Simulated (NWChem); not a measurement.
System: CH₆Si; SMILES C[SiH3]

Program: NWChem. Pople sets run with spherical d functions. Geometry: optimised at PBE-D3(BJ)/def2-SVP. Level: B3LYP/6-31G* with SMD (1 M gas to 1 M solution), gas-phase geometry. Reactions with the solvent are ignored.

```tsv
solvent	dielectric constant	solvation free energy (kcal/mol)	cavity-dispersion-structure term (kcal/mol)	dipole in solution (D)
water	78.4	2.2	3.1	1.08
cyclohexane	2.02	-0.5	-0.1	0.94
methanol	32.6	-0.6	0.2	1.07
ethylene glycol	40.2	0.9	1.7	1.07
1-octanol	9.86	-0.4	0.3	1.05
dimethyl sulfoxide	46.8	0.4	1.2	1.08
cyclohexanone	15.6	-0.2	0.6	1.06
```
